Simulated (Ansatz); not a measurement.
Species: BF2, net charge 0, doublet state. It need not be the lowest isomer of its formula. 
Geometry from a B3LYP-D3(BJ)/def2-TZVP (Ansatz, a quantum-chemistry and plane-wave program) optimisation:
```
B
F 1 1.3102
F 1 1.3102 2 121.32
```
Charge 0, spin multiplicity 2.

Basis-set convergence of Hartree-Fock and MP2 correlation energies (hartree) with Ansatz. Valence correlation only, unless marked. UHF or UKS for open shells. Spin-orbit coupling is left out. Non-relativistic.

| basis | functions | E(HF) | E(corr, MP2) |
|---|---|---|---|
| cc-pVDZ | 42 | -223.61876 | -0.43323 |
| cc-pVTZ | 90 | -223.70714 | -0.57088 |
| cc-pVQZ | 165 | -223.72596 | -0.62281 |

Extrapolating the two largest sets (X = 3 and 4) as X^-3: E(corr) = (64·(-0.62281) - 27·(-0.57088))/37 = -0.6607 Eh, an estimate of the basis-set limit. The largest set recovers 94.3 % of it, the smallest 65.6 %.
